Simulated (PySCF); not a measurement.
Simulated absorption spectrum

Species: C₄H₇FS.
Numbering: `[CH3:1]/[CH:2]=[C:3](\[F:4])[S:5][CH3:6]` (hydrogens: H7, H8, H9 on C1; H10 on C2; H11, H12, H13 on C6)

Computed, not measured: TDDFT PBE0/def2-SVPD, vertical, gas phase, core orbitals frozen in the response in PySCF. Isolated species at its GFN2-xTB geometry (one conformer only). Torsions of this conformer, `[CH3:1]/[CH:2]=[C:3](\[F:4])[S:5][CH3:6]`: C2–C3–S5–C6 174°.

Computed states:

| state | E (eV) | f |
| --- | --- | --- |
| S1 | 4.85 | 0.0023 |
| S2 | 5.61 | 0.0047 |
| S3 | 5.85 | 0.309 |
| S4 | 6.11 | 0.0074 |
| S5 | 6.56 | 0.0018 |
| S6 | 6.82 | 0.0019 |

Broadening: Gaussians 0.5 eV wide at half height, area fixed by f = 4.319×10⁻⁹ ∫ε dν̃. The cross-section is σ = 3.8235×10⁻²¹ ε cm², given in Mb (10⁻¹⁸ cm²). The width is an assumption, not a result. The curve ends short of the highest state used, and states not computed would add to its high-energy end.

Problem. What does the envelope look like, and where are its maxima?

Solution. 
| λ (nm) | σ (Mb) |
| --- | --- |
| 199.5 | 16.56 |
| 203.0 | 32.89 |
| 206.6 | 51.65 |
| 210.1 | 63.43 |
| 213.6 | 63.08 |
| 217.2 | 51.35 |
| 220.7 | 35.28 |
| 224.3 | 20.41 |
| 227.8 | 10.45 |
| 231.4 | 4.66 |
| 234.9 | 1.96 |
| 238.5 | 0.82 |
| 242.0 | 0.45 |
| 245.5 | 0.39 |
| 249.1 | 0.43 |
| 252.6 | 0.47 |
| 256.2 | 0.48 |
| 259.7 | 0.45 |
| 263.3 | 0.38 |
| 266.8 | 0.30 |
| 270.3 | 0.22 |
| 273.9 | 0.15 |
| 277.4 | 0.09 |
| 281.0 | 0.06 |
| 284.5 | 0.03 |
| 288.1 | 0.02 |
| 291.6 | 0.01 |
| 295.2 | 0.00 |
| 298.7 | 0.00 |
| 302.2 | 0.00 |

Maxima: 255 nm (4.86 eV), ε about 130, made up of S1 (99%); 212 nm (5.86 eV), ε about 17000, made up of S3 (98%) (ε in L mol⁻¹ cm⁻¹; maxima over ε = 5, shares over 10%).

Problem. Coming from long wavelengths, where does ε first pass 100 L mol⁻¹ cm⁻¹?

Solution. At about 263 nm (4.71 eV), 0.14 eV below S1.

Problem. On this curve, what absorbance would a 10⁻⁴ mol/L sample give at 266 nm over a 1 cm path?

Solution. 266 nm is 4.661 eV, where ε is about 83 L mol⁻¹ cm⁻¹, so A = ε c l ≈ 0.0083 (Beer–Lambert, with the gas-phase spectrum and the assumed width).

Problem. What would ε be at 5.86 eV, the highest of these maxima, with half the width (0.25 eV)?

Solution. About 33300 L mol⁻¹ cm⁻¹ against 17000, a factor of about 1.96; a lone state at its own centre would give exactly 2.
